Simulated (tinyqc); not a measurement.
Worked calculation (part 2 of 2): RHF in the sto-3g basis, for H2O, spin multiplicity 1. Computed by tinyqc, a small Python program that keeps every step (integrals from PySCF). Command: `OMP_NUM_THREADS=1 python tinyqc.py 27675 27676 out.jsonl` (the two numbers bound the seeds that draw the settings). One thread of a shared host (Intel(R) Xeon(R) Processor @ 2.60GHz), about 0.06 s of CPU time with the checks.

Geometry (angstrom):
```
atom         x          y         z
O     0.000000   0.000000  0.000000
H     0.000000   0.785000  0.657000
H     0.000000  -0.785000  0.657000
```

## Iteration 2: diagonalisation and new density

extrapolated F (hartree), order 1O 1s, 1O 2s, 1O 2px, 1O 2py, 1O 2pz, 2H 1s, 3H 1s:
$$\begin{pmatrix}
-19.587173 & -5.032711 & 0.002393 & 0.001741 & -0.026104 & -0.997617 & -0.998216 \\
-5.032711 & -2.137923 & -0.001089 & -0.021720 & -0.167566 & -0.821117 & -0.849515 \\
0.002393 & -0.001089 & -0.058922 & 0.013807 & -0.012260 & -0.006250 & 0.019017 \\
0.001741 & -0.021720 & 0.013807 & -0.131797 & -0.016946 & -0.322128 & 0.300577 \\
-0.026104 & -0.167566 & -0.012260 & -0.016946 & -0.082344 & -0.314451 & -0.342387 \\
-0.997617 & -0.821117 & -0.006250 & -0.322128 & -0.314451 & -0.388734 & -0.326384 \\
-0.998216 & -0.849515 & 0.019017 & 0.300577 & -0.342387 & -0.326384 & -0.407119
\end{pmatrix}$$

X, order 1O 1s, 1O 2s, 1O 2px, 1O 2py, 1O 2pz, 2H 1s, 3H 1s:
$$\begin{pmatrix}
1.023924 & -0.140028 & 0.000000 & 0.000000 & -0.009269 & 0.020514 & 0.020514 \\
-0.140028 & 1.198952 & 0.000000 & 0.000000 & 0.095044 & -0.257134 & -0.257134 \\
0.000000 & 0.000000 & 1.000000 & 0.000000 & 0.000000 & 0.000000 & 0.000000 \\
0.000000 & 0.000000 & 0.000000 & 1.088543 & 0.000000 & -0.199354 & 0.199354 \\
-0.009269 & 0.095044 & 0.000000 & 0.000000 & 1.051030 & -0.138543 & -0.138543 \\
0.020514 & -0.257134 & 0.000000 & -0.199354 & -0.138543 & 1.169348 & -0.082463 \\
0.020514 & -0.257134 & 0.000000 & 0.199354 & -0.138543 & -0.082463 & 1.169348
\end{pmatrix}$$

D after iteration 1, order 1O 1s, 1O 2s, 1O 2px, 1O 2py, 1O 2pz, 2H 1s, 3H 1s:
$$\begin{pmatrix}
2.110122 & -0.516052 & -0.023697 & -0.004219 & 0.024337 & 0.031671 & -0.022540 \\
-0.516052 & 1.901621 & 0.079911 & 0.161502 & -0.311420 & -0.440233 & 0.061678 \\
-0.023697 & 0.079911 & 1.905436 & -0.021587 & 0.005435 & 0.093087 & -0.275293 \\
-0.004219 & 0.161502 & -0.021587 & 1.708710 & 0.138990 & 0.063883 & 0.025504 \\
0.024337 & -0.311420 & 0.005435 & 0.138990 & 1.632508 & 0.019379 & 0.212912 \\
0.031671 & -0.440233 & 0.093087 & 0.063883 & 0.019379 & 0.588180 & 0.063377 \\
-0.022540 & 0.061678 & -0.275293 & 0.025504 & 0.212912 & 0.063377 & 0.562793
\end{pmatrix}$$

overlap S, order 1O 1s, 1O 2s, 1O 2px, 1O 2py, 1O 2pz, 2H 1s, 3H 1s:
$$\begin{pmatrix}
1.000000 & 0.236704 & 0.000000 & 0.000000 & 0.000000 & 0.046077 & 0.046077 \\
0.236704 & 1.000000 & 0.000000 & 0.000000 & 0.000000 & 0.432241 & 0.432241 \\
0.000000 & 0.000000 & 1.000000 & 0.000000 & 0.000000 & 0.000000 & 0.000000 \\
0.000000 & 0.000000 & 0.000000 & 1.000000 & 0.000000 & 0.283362 & -0.283362 \\
0.000000 & 0.000000 & 0.000000 & 0.000000 & 1.000000 & 0.237158 & 0.237158 \\
0.046077 & 0.432241 & 0.000000 & 0.283362 & 0.237158 & 1.000000 & 0.232069 \\
0.046077 & 0.432241 & 0.000000 & -0.283362 & 0.237158 & 0.232069 & 1.000000
\end{pmatrix}$$

Diagonalise F' = X^T F X, C = X C', fill 5 alpha and 5 beta electrons from the bottom; D = 2 C_occ C_occ^T; the new density keeps 0.2 of the old one (damping). Each column has its largest component positive (the first on a tie).

F' = X^T F X (hartree):
$$\begin{pmatrix}
-19.208917 & -2.673366 & 0.002979 & 0.005587 & -0.047493 & -0.138331 & -0.132459 \\
-2.673366 & -0.982999 & -0.006089 & -0.030692 & 0.046245 & -0.424221 & -0.473056 \\
0.002979 & -0.006089 & -0.058922 & 0.020067 & -0.014780 & -0.009601 & 0.027533 \\
0.005587 & -0.030692 & 0.020067 & 0.108405 & -0.024285 & -0.406400 & 0.398717 \\
-0.047493 & 0.046245 & -0.014780 & -0.024285 & 0.066295 & -0.293897 & -0.337577 \\
-0.138331 & -0.424221 & -0.009601 & -0.406400 & -0.293897 & 0.077746 & -0.110495 \\
-0.132459 & -0.473056 & 0.027533 & 0.398717 & -0.337577 & -0.110495 & 0.077689
\end{pmatrix}$$

orbital energies (hartree): MO1 -19.597068, MO2 -1.019073, MO3 -0.422443, MO4 -0.189577, MO5 -0.060694, MO6 0.630225, MO7 0.737929

coefficients C, order 1O 1s, 1O 2s, 1O 2px, 1O 2py, 1O 2pz, 2H 1s, 3H 1s:
$$\begin{pmatrix}
0.993771 & -0.220417 & 0.000653 & 0.132536 & -0.006631 & 0.111781 & 0.051831 \\
0.027416 & 0.770960 & -0.003157 & -0.644499 & 0.036849 & -0.700647 & -0.309159 \\
-0.000114 & -0.000067 & 0.008640 & 0.024801 & 0.998473 & 0.008461 & 0.047867 \\
-0.000044 & 0.026568 & 0.603421 & 0.010845 & -0.044149 & -0.370516 & 0.871917 \\
0.004070 & 0.171248 & -0.005642 & 0.702991 & 0.004016 & -0.726089 & -0.318401 \\
-0.005691 & 0.186777 & 0.460498 & 0.309319 & 0.001516 & 0.978071 & -0.447627 \\
-0.005629 & 0.227785 & -0.455848 & 0.323014 & -0.054991 & 0.374728 & 0.996068
\end{pmatrix}$$

D after iteration 2, order 1O 1s, 1O 2s, 1O 2px, 1O 2py, 1O 2pz, 2H 1s, 3H 1s:
$$\begin{pmatrix}
2.108065 & -0.468575 & -0.010222 & -0.006885 & 0.099972 & -0.002525 & -0.025186 \\
-0.468575 & 1.999330 & 0.049144 & 0.048237 & -0.575522 & -0.179106 & -0.040961 \\
-0.010222 & 0.049144 & 1.977307 & -0.066079 & 0.035301 & 0.039660 & -0.136417 \\
-0.006885 & 0.048237 & -0.066079 & 0.928765 & 0.041545 & 0.470576 & -0.415836 \\
0.099972 & -0.575522 & 0.035301 & 0.041545 & 1.164240 & 0.398786 & 0.472041 \\
-0.002525 & -0.179106 & 0.039660 & 0.470576 & 0.398786 & 0.665888 & -0.095339 \\
-0.025186 & -0.040961 & -0.136417 & -0.415836 & 0.472041 & -0.095339 & 0.699883
\end{pmatrix}$$

## Iteration 15 (converged): orbitals

converged F (hartree), order 1O 1s, 1O 2s, 1O 2px, 1O 2py, 1O 2pz, 2H 1s, 3H 1s:
$$\begin{pmatrix}
-20.247636 & -5.163903 & 0.000000 & 0.000000 & -0.027665 & -1.022254 & -1.022254 \\
-5.163903 & -2.430239 & 0.000000 & 0.000000 & -0.103963 & -0.916148 & -0.916148 \\
0.000000 & 0.000000 & -0.391225 & 0.000000 & 0.000000 & 0.000000 & 0.000000 \\
0.000000 & 0.000000 & 0.000000 & -0.273172 & 0.000000 & -0.370287 & 0.370287 \\
-0.027665 & -0.103963 & 0.000000 & 0.000000 & -0.316217 & -0.361220 & -0.361220 \\
-1.022254 & -0.916148 & 0.000000 & -0.370287 & -0.361220 & -0.499953 & -0.337426 \\
-1.022254 & -0.916148 & 0.000000 & 0.370287 & -0.361220 & -0.337426 & -0.499953
\end{pmatrix}$$

Diagonalise F' = X^T F X, C = X C', fill 5 alpha and 5 beta electrons from the bottom; D = 2 C_occ C_occ^T. Each column has its largest component positive (the first on a tie).

F' = X^T F X (hartree):
$$\begin{pmatrix}
-19.870483 & -2.690656 & 0.000000 & 0.000000 & -0.056482 & -0.139524 & -0.139524 \\
-2.690656 & -1.275246 & 0.000000 & 0.000000 & 0.113154 & -0.459834 & -0.459834 \\
0.000000 & 0.000000 & -0.391225 & 0.000000 & 0.000000 & 0.000000 & 0.000000 \\
0.000000 & 0.000000 & 0.000000 & -0.015189 & 0.000000 & -0.434165 & 0.434165 \\
-0.056482 & 0.113154 & 0.000000 & 0.000000 & -0.162888 & -0.328472 & -0.328472 \\
-0.139524 & -0.459834 & 0.000000 & -0.434165 & -0.328472 & -0.000755 & -0.093984 \\
-0.139524 & -0.459834 & 0.000000 & 0.434165 & -0.328472 & -0.093984 & -0.000755
\end{pmatrix}$$

orbital energies (hartree): MO1 -20.256171, MO2 -1.241902, MO3 -0.577370, MO4 -0.455168, MO5 -0.391225, MO6 0.549884, MO7 0.655410

coefficients C, order 1O 1s, 1O 2s, 1O 2px, 1O 2py, 1O 2pz, 2H 1s, 3H 1s:
$$\begin{pmatrix}
0.994292 & -0.235338 & 0.000000 & 0.101560 & 0.000000 & -0.121006 & 0.000000 \\
0.025225 & 0.857416 & 0.000000 & -0.523443 & 0.000000 & 0.767184 & 0.000000 \\
0.000000 & 0.000000 & 0.000000 & 0.000000 & 1.000000 & 0.000000 & 0.000000 \\
0.000000 & 0.000000 & 0.612464 & 0.000000 & 0.000000 & 0.000000 & 0.943026 \\
0.003847 & 0.111222 & 0.000000 & 0.749520 & 0.000000 & 0.760267 & 0.000000 \\
-0.005242 & 0.152393 & 0.450716 & 0.307484 & 0.000000 & -0.747392 & -0.787472 \\
-0.005242 & 0.152393 & -0.450716 & 0.307484 & 0.000000 & -0.747392 & 0.787472
\end{pmatrix}$$

D after iteration 15, order 1O 1s, 1O 2s, 1O 2px, 1O 2py, 1O 2pz, 2H 1s, 3H 1s:
$$\begin{pmatrix}
2.108628 & -0.459724 & 0.000000 & 0.000000 & 0.107543 & -0.019696 & -0.019696 \\
-0.459724 & 2.019583 & 0.000000 & 0.000000 & -0.593741 & -0.060837 & -0.060837 \\
0.000000 & 0.000000 & 2.000000 & 0.000000 & 0.000000 & 0.000000 & 0.000000 \\
0.000000 & 0.000000 & 0.000000 & 0.750223 & 0.000000 & 0.552095 & -0.552095 \\
0.107543 & -0.593741 & 0.000000 & 0.000000 & 1.148330 & 0.494789 & 0.494789 \\
-0.019696 & -0.060837 & 0.000000 & 0.552095 & 0.494789 & 0.641885 & -0.170695 \\
-0.019696 & -0.060837 & 0.000000 & -0.552095 & 0.494789 & -0.170695 & 0.641885
\end{pmatrix}$$

## Convergence

Stop when the energy changes by less than 1e-08 hartree and every element of the error matrix X^T (F D S - S D F) X is below 3e-05.

Course of the cycle:
```
iteration   E (hartree)     change  largest element of the error matrix
1          -68.09301760          -                             8.18e+00
2          -73.11269476  -5.02e+00                             1.69e+00
3          -74.56021629  -1.45e+00                             3.33e-01
4          -74.88056579  -3.20e-01                             6.63e-02
5          -74.94658564  -6.60e-02                             1.34e-02
6          -74.96003113  -1.34e-02                             2.81e-03
7          -74.96275485  -2.72e-03                             6.57e-04
8          -74.96330240  -5.48e-04                             1.46e-04
9          -74.96341205  -1.10e-04                             3.03e-05
10         -74.96343399  -2.19e-05                             6.02e-06
11         -74.96343838  -4.39e-06                             1.25e-06
12         -74.96343926  -8.78e-07                             2.62e-07
13         -74.96343943  -1.76e-07                             5.60e-08
14         -74.96343947  -3.51e-08                             1.13e-08
15         -74.96343947  -7.02e-09                             2.18e-09
```

PySCF RHF in the same basis = -74.96343948 hartree

Converged in 15 iterations.

## Populations, bond orders and dipole

Mulliken: Z minus the diagonal of D S on the atom; Loewdin: the same with S^(1/2) D S^(1/2); Mayer order: 2 sum_s sum (D(s) S)_ij (D(s) S)_ji over the two atoms.

Charges (e):
```
atom   Mulliken    Loewdin
1O    -0.302292  -0.214392
2H     0.151146   0.107196
3H     0.151146   0.107196
```

Mayer bond orders:
```
pair     order
2-1   0.969404
3-1   0.969404
3-2   0.007751
```

dipole moment about the origin, x y z (debye): [0.000000, 0.000000, 1.659957]
